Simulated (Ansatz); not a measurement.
Worked example: correlation energy of HfS, singlet

Geometry: a point of a stretch scan, not a stationary point.

```xyz
2

Hf    0.0000    0.0000    0.0000
S     0.0000    0.0000    1.9220
```

Basis def2-SVP with its core potentials; Ansatz 0.2.0. Only valence electrons are correlated (noble-gas cores frozen), which leaves 10 electrons in 41 orbitals. R marks a restricted (for open shells ROHF) determinant. No spin–orbit coupling is included; scalar relativity enters through the core potentials alone. The metal's outer-core shells are frozen, which leaves out core–valence correlation.

Full CI isn't at hand for all of this; RCCSDT(Q) serves as the reference, and is uncertain by about the last step of the cluster series.

Runs differ by some tens of microhartree through their thresholds, so steps under 0.03 kcal/mol mean nothing.

| level | total energy (hartree) |
| --- | --- |
| RHF | -444.793203 |
| RMP2 | -445.001593 |
| RCCSD | -445.012519 |
| RCCSD(T) | -445.025055 |
| RCCSDT | -445.025623 |
| RCCSDT(Q) | -445.026186 |

Task: What is the correlation energy at RCCSDT(Q), and what share of it do RMP2 and RCCSD(T) recover?

Result: E(corr) = -445.026186 − (-444.793203) = -0.232983 hartree = -6.340 eV. RMP2: -0.208390 / -0.232983 = 89.44 %. RCCSD(T): -0.231852 / -0.232983 = 99.51 %.

Task: By how many kcal/mol does RCCSD(T) miss RCCSDT(Q) (1 hartree = 627.509 kcal/mol), and which steps make up the rest?

Result: -445.025055 − (-445.026186) = 0.001131 hartree = 0.71 kcal/mol. Steps: RCCSDT − RCCSD(T) = -0.36, RCCSDT(Q) − RCCSDT = -0.35 kcal/mol. That is within 1 kcal/mol of the reference in this basis, which itself misses far more of the correlation at the basis-set limit.
